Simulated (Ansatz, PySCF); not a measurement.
System: O2, charge 0, triplet. O2 (SMILES O=O, triplet).
B3LYP-D3(BJ)/def2-TZVP minimum from Ansatz (a program for electronic structure):
```xyz
2

O      0.0000     0.0000    -0.6021
O      0.0000     0.0000     0.6021
```
Charge 0, spin multiplicity 3.

Total energies in hartree (Ansatz). Radicals and triplets start from unrestricted determinants; spin-orbit coupling is neglected. Cores are frozen in correlated methods. No relativity. The UHF reference of O2 (O=O, triplet) is spin-contaminated (<S^2> up to 0.05 over the pure value in the sets run).

```tsv
species	HF/cc-pVTZ	CCSD(T)/cc-pVTZ	HF/cc-pVQZ	CCSD(T)/cc-pVQZ	CCSDT(Q)/cc-pVTZ
1: O2 (SMILES O=O, triplet)	-149.67572	-150.12895	-149.68796	-150.17387	-150.13073
2: O (triplet)	-74.81176	-74.97396	-74.81729	-74.99357	-74.97430
```

Question: Work out the enthalpy of formation at 298 K (by atomisation, with ideal-gas terms from PySCF's Hessian at B3LYP-D3(BJ)/def2-TZVP and the atoms' measured values of the G2/97 table; no spin-orbit terms) in kJ/mol: take Hartree-Fock from cc-pVQZ, extrapolate the CCSD(T) correlation energy as X^-3 (X = 3, 4), and add CCSDT(Q) - CCSD(T) in cc-pVTZ. The further terms named in the bracket sum to +0.19173 hartree. 1 hartree = 2625.5 kJ/mol.

Answer: 
Species 1: correlation (64·(-0.48591) - 27·(-0.45323))/37 = -0.50976; step -0.00178; E1 = -149.68796 + (-0.50976) + (-0.00178) = -150.19950
Species 2: correlation (64·(-0.17628) - 27·(-0.16220))/37 = -0.18655; step -0.00034; E2 = -74.81729 + (-0.18655) + (-0.00034) = -75.00418
+1·E1 -2·E2 +0.19173 = 0.00059 hartree = 1.6 kJ/mol. Measured: 0.0 kcal/mol, 0.0 kJ/mol (G2/97 table in ASE (Curtiss et al.)); atomic spin-orbit terms, which the calculations lack, would raise the computed values. The composite differs from it by +1.6 kJ/mol; core, relativistic and spin-orbit terms are not in it.
